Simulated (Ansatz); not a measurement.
# SiH4 (triplet): the correlation ladder at distance Si1–H2 = 2.136 Å, cc-pVDZ

Aim: climb from Hartree-Fock through coupled cluster and multireference methods for SiH4 (triplet) at one geometry and basis, and see what each rung misses.

Computed with Ansatz 0.2.0, Gaussian basis. Level: cc-pVDZ, core rule «outside noble gas», up to 5 orbitals frozen.

Plan: UHF; CCSD(T) on ROHF; CCSD(T) on UHF; BCCD(T) on ROHF; CISD; CCSDT(Q) on ROHF; CCSDT(Q) on UHF; CISDTQ; CCSDTQ on ROHF; CCSDTQ on UHF; CASSCF and MRCISD+Q, 4 electrons in 4 orbitals; CASSCF and NEVPT2, 4 electrons in 4 orbitals; CASSCF and MRCISD+Q, 8 electrons in 8 orbitals; CASSCF and NEVPT2, 8 electrons in 8 orbitals; Full CI.

## 1. What is computed

The geometry derives from a PBE0/def2-TZVP stationary point (not a proven minimum). One bond is set to the value named and the two fragments are kept rigid.

5 atoms, charge 0, spin multiplicity 3.

Atoms are counted from 1 here; the program's logs count them from 0.

Bond lengths: Si1–H3 1.529 Å, Si1–H4 1.529 Å, Si1–H5 1.529 Å. Angles: H3–Si1–H4 180.0°, H3–Si1–H5 90.0°, H4–Si1–H5 90.0°.

## 2. UHF

The input, in.yaml:

```yaml
crystal:
  periodic: [false, false, false]
  atoms:
    - {symbol: Si, position_ang: [0.000143, -0.013510, -0.013416]}
    - {symbol: H, position_ang: [-0.015954, 1.502077, 1.491653]}
    - {symbol: H, position_ang: [-0.016354, -1.091142, 1.071571]}
    - {symbol: H, position_ang: [0.016640, 1.064122, -1.098403]}
    - {symbol: H, position_ang: [0.011668, -1.098617, -1.090992]}
basis:
  gaussian: {orbitals: cc-pVDZ}
magnetization: {spin_polarized: true, initial_magnetization: 2}
hamiltonian: {xc: hf}
output: {orbitals: {seedname: orbitals}}
```

Launch:

```
$ ansatz run in.yaml --threads 1 --pin off --events-out ev --progress --plain --max-ram 3956MiB --backend cpu
```

After this run come: CCSD(T) on ROHF; CCSD(T) on UHF; BCCD(T) on ROHF; CISD; CCSDT(Q) on ROHF; CCSDT(Q) on UHF; CISDTQ; CCSDTQ on ROHF; CCSDTQ on UHF; CASSCF and MRCISD+Q, 4 electrons in 4 orbitals; CASSCF and NEVPT2, 4 electrons in 4 orbitals; CASSCF and MRCISD+Q, 8 electrons in 8 orbitals; CASSCF and NEVPT2, 8 electrons in 8 orbitals; Full CI.

Q: Predict the results of all the runs planned. Wanted: FCI below the RHF energy; RMP2 from FCI; UMP2 from FCI; RCCSD from FCI; RCCSD(T) from FCI; UCCSD(T) from FCI; RCCSDT(Q) from FCI; UCCSDT(Q) from FCI; NEVPT2 pair from FCI.

The runs gave:

```
                         quantity                                                                                                          value
         FCI below the RHF energy                                                                                                     -4.0937 eV
                    RMP2 from FCI                                                                                                    +1054.2 meV
                    UMP2 from FCI                                                                                                    +1044.7 meV
                   RCCSD from FCI                                                                                                     +148.5 meV
                RCCSD(T) from FCI                                                                                                      +39.1 meV
                UCCSD(T) from FCI                                                                                                      +39.2 meV
               RCCSDT(Q) from FCI                                                                                                       +0.8 meV
               UCCSDT(Q) from FCI                                                                                                       +0.4 meV
             NEVPT2 pair from FCI                                                                                                     +999.4 meV
           MRCISD+Q pair from FCI                                                                                                      +45.0 meV
          NEVPT2 valence from FCI                                                                                                     +713.7 meV
levels within 1 kcal/mol (43 meV)  RCCSD(T), UCCSD(T), BCCD(T), RCCSDT, UCCSDT, CISDTQ, RCCSDT(Q), UCCSDT(Q), RCCSDTQ, UCCSDTQ, MRCISD+Q valence
                    T1 diagnostic                                                                                                          0.044
   effectively unpaired electrons                                                                                                           2.07
```

RCCSD(T) lands +39.1 meV from the yardstick (1.0 % of the correlation energy). The occupations are near whole numbers, but T1 = 0.044 shows that the orbitals relax strongly. Of the multireference levels listed MRCISD+Q valence comes nearest in total energy (+35.2 meV), which doesn't show that its space is the better one. These misses are within one basis, not against nature; the frozen cores of restricted and unrestricted runs differ, which can shift their rows.
